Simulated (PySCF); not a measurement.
Gas-phase reaction: 3 ethylsilane + 2 SiH₂ ⇌ 5 SiH₄ + 2 C₃H₄ (allene)

Energies from PySCF, thermal terms from the rigid-rotor harmonic-oscillator model, ideal gas at 1 bar. † marks an energy on the PBE0/def2-TZVP geometry and frequencies; other levels use their own. MP2 freezes the core. 6-31G* has spherical d functions here. All species are closed-shell singlets. MP2 isn't extrapolated to the basis-set limit.

```tsv
level	ΔH°(298 K), kJ
BLYP/def2-TZVP†	-10
HF/6-31G*	___
M06-2X/def2-TZVP†	___
MP2/def2-TZVPP†	___
PBE0/def2-SVP†	133
ωB97M-V/def2-TZVP†	112
```

Problem. Fill in the missing entries.

Solution. 
- HF/6-31G*, ΔH°(298 K), kJ: 95
- M06-2X/def2-TZVP†, ΔH°(298 K), kJ: 109
- MP2/def2-TZVPP†, ΔH°(298 K), kJ: 108
